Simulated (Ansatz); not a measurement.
Elastic constant C13 (GPa) of solids drawn from the class of oxides, at two levels: PBE (Ansatz, an electronic-structure program, PAW), and HSE06 (Ansatz, PAW).

```csv
solid,PBE,HSE06,shift (%)
corundum (α-Al2O3),106,122,+15.1
stishovite (SiO2),177,200,+13.0
α-quartz (SiO2),8.69,6.95,-20
rutile TiO₂,148,172,+16.2
rutile SnO₂,128,155,+21
anatase TiO₂ (metastable phase),141,159,+12.8
```

The shifts run from -20 % to +21 %, with a median of +14.0 %.

Of 6 rows, HSE06 is the larger in 5 and the smaller in 1.

Ansatz's runs of these crystals have no spin polarisation.

Spin–orbit coupling is left out, also for the solids with elements from indium on (rutile SnO2); its size isn't shown.

Each level is taken at its own relaxed cell. Ansatz's density-functional and Hartree–Fock values are scalar-relativistic unless marked +SOC, with PAW data made under PBE.
